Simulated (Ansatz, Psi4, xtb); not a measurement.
**Ligand exchange: C2H6 + H2O → CH4O + CH4**

Species: C2H6 (ethane) `CC`, singlet; H2O (water) `O`, singlet; CH4O (methanol) `CO`, singlet; CH4 (methane) `C`, singlet. The partners trade CH3 for OH: C–CH3 and H–OH bonds give way to C–OH and H–CH3.

Shapes, held fixed at every level: PBE0-D4/def2-TZVP. Programs: Ansatz 0.2.0, Psi4 1.11, xtb 6.7.1. The zero-point and thermal change to 298 K, harmonic and unscaled (PBE0-D4/def2-TZVP), is -0.4 kJ/mol.

Q: Estimate the reaction enthalpy at 298 K.

A: From tabulated heats of formation (Active Thermochemical Tables), ΔH(298 K) = +50.4 kJ/mol. Nearest: CCSD(T)/CBS estimate (+1.1); farthest: GFN2-xTB (-36.3). 7 of 9 levels lie within 10 kJ/mol. The CBS estimate extrapolates MP2 from def2-TZVPP and def2-QZVPP and adds CCSD(T) − MP2 in the triple-zeta set, cores frozen.

| level | kind | ΔH (kJ/mol) | computed − measured |
| --- | --- | --- | --- |
| GFN2-xTB | semi-empirical | +14.0 | -36.3 |
| PBE-D4/def2-TZVPP | GGA | +44.3 | -6.0 |
| B3LYP/6-31G* (Cartesian functions) | global hybrid | +16.7 | -33.7 |
| r2SCAN0-D4/def2-TZVPP | global hybrid | +46.6 | -3.8 |
| wB97X-V/def2-TZVPP | range-separated hybrid | +43.2 | -7.2 |
| CCSD/def2-SVP | coupled cluster or CI | +40.4 | -10.0 |
| CCSD(T)/def2-TZVPP | coupled cluster or CI | +48.2 | -2.2 |
| CCSD/def2-TZVPP | coupled cluster or CI | +47.9 | -2.5 |
| CCSD(T)/CBS estimate | coupled cluster or CI | +51.5 | +1.1 |
